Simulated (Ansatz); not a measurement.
Program: Ansatz. Geometries: PBE0-D4/def2-TZVP. ΔE: electronic, gas phase. CBS: def2 TZ/QZ extrapolation, frozen cores. Functionals use def2-TZVPP. B3LYP here is the variant with VWN-RPA as its local correlation; programs differ in this. HSE06 is defined as in plane-wave codes. Anions take the def2 sets with diffuse functions and neutrals don't, so finite-basis rows favour the anion.

Reaction (heterolysis of the B–F bond): `FB(F)F` → `F[B+]F` + F⁻

```
              level  ΔE (kJ/mol)  difference from CCSD(T)/CBS
        LDA (SPW92)       1242.2                         10.7
             PBE-D4       1192.1                        -39.4
          r2SCAN-D4       1226.5                         -5.0
             B97M-V       1214.8                        -16.7
            PBE0-D4       1227.7                         -3.8
           B3LYP-D4       1205.6                        -25.9
         r2SCANh-D4       1235.2                          3.7
         r2SCAN0-D4       1247.7                         16.2
           BHLYP-D4       1242.3                         10.8
            ωB97X-V       1216.9                        -14.6
            ωB97M-V       1212.2                        -19.3
             B2PLYP       1204.0                        -27.5
                PBE       1189.9                        -41.6
             revPBE       1169.0                        -62.5
             r2SCAN       1226.0                         -5.5
               PBE0       1226.0                         -5.5
            r2SCAN0       1247.2                         15.7
              HSE06       1226.4                         -5.1
 RPA@PBE/def2-TZVPP       1198.0                        -33.5
   CCSD(T)/def2-SVP       1150.8                        -80.7
      HF/def2-TZVPP       1249.0                         17.5
     MP2/def2-TZVPP       1204.4                        -27.1
 SCS-MP2/def2-TZVPP       1204.6                        -26.9
    CCSD/def2-TZVPP       1224.7                         -6.8
      HF/def2-QZVPP       1248.7                         17.2
     MP2/def2-QZVPP       1211.7                        -19.8
 SCS-MP2/def2-QZVPP       1211.6                        -19.9
    CCSD/def2-QZVPP       1232.4                          0.9
       HF/CBS(def2)       1248.6                         17.1
      MP2/CBS(def2)       1217.2                        -14.3
     CCSD/CBS(def2)       1238.4                          6.9
     HF/cc-pV(D+d)Z       1390.3                        158.8
    MP2/cc-pV(D+d)Z       1409.9                        178.4
   CCSD/cc-pV(D+d)Z       1411.7                        180.2
CCSD(T)/cc-pV(T+d)Z       1331.4                         99.9
    MP2/cc-pV(Q+d)Z       1273.8                         42.3
   CCSD/cc-pV(Q+d)Z       1284.2                         52.7
CCSD(T)/cc-pV(Q+d)Z       1283.6                         52.1
         HF/CBS(cc)       1271.9                         40.4
    CCSD(T)/CBS(cc)       1263.5                         32.0
        CCSD(T)/CBS       1231.5                            0
```

(1) What do rigid-rotor, harmonic-oscillator terms from PBE0-D4/def2-TZVP frequencies (298.15 K, 1 bar) make of the CCSD(T)/CBS value? (An estimate is asked.)

Largest T1 diagnostic among the species: 0.023, so the coupled-cluster value is less sure than usual.

## Answers

(1) Ansatz gave: ΔZPE = -8.7 kJ/mol, ΔH = +1227.4 kJ/mol, ΔS = 112 J/(mol·K), ΔG = +1194.0 kJ/mol.

In def2-TZVPP, CCSD(T) changes the Hartree–Fock value by −33.0 kJ/mol (the triples alone add −8.7 kJ/mol) and MP2 by −44.6 kJ/mol. From r2SCAN to r2SCAN0 (25 % exact exchange), in def2-TZVPP and without D4, ΔE moves by +21.2 kJ/mol.
